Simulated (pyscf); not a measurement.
Thermochemistry of product channels of F–N•–F (SMILES F[N]F) + H₃Si–SiH₃ (SMILES [SiH3][SiH3]) on the doublet surface, in kcal/mol, from ωB97M-D3(BJ)/def2-TZVP energies (ideal gas, 1 atm, RRHO with modes under 100 cm⁻¹ raised to 100, one conformer, R ln 2 for chiral ones without a mode under 150 cm⁻¹). PySCF, gas phase, ωB97X-D3(BJ)/def2-SVP geometries.

```
products                                                                             ΔE  ΔH(298 K)  ΔG(600 K)  ΔG(900 K)
--------------------------------------------------------------------------------  -----  ---------  ---------  ---------
F• (SMILES [F]) + F–N(SiH₃)–SiH₃ (SMILES FN([SiH3])[SiH3])                        -12.5      -10.5       -6.1       -4.4
F–SiH₃ (SMILES F[SiH3]) + F–N•–SiH₃ (SMILES F[N][SiH3])                           -69.7      -68.7      -69.3      -69.4
F–NH–F (SMILES FNF) + :HSi–SiH₃ (SMILES [SiH][SiH3]) [singlet] + H• (SMILES [H])  +87.5      +85.9      +67.3      +57.7
F–SiH₂–SiH₃ (SMILES F[SiH2][SiH3]) + •HN–F (SMILES [NH]F)                         -64.4      -62.5      -65.2      -66.5
HF (SMILES F) + F–N•–SiH₂–SiH₃ (SMILES F[N][SiH2][SiH3])                          -37.8      -36.3      -36.5      -37.1
```

These are energies of the channels, which say nothing of barriers. F–N(SiH₃)–SiH₃ lies 108.7 kcal/mol over its isomer F–SiH₂–NH–SiH₃ (electronic energy, ωB97M-D3(BJ)/def2-TZVP). F–N•–SiH₃ lies 106.3 kcal/mol over its isomer H₂N–SiH•–F (electronic energy, ωB97M-D3(BJ)/def2-TZVP). Left out: orbital degeneracy and the spin-orbit lowering of F.
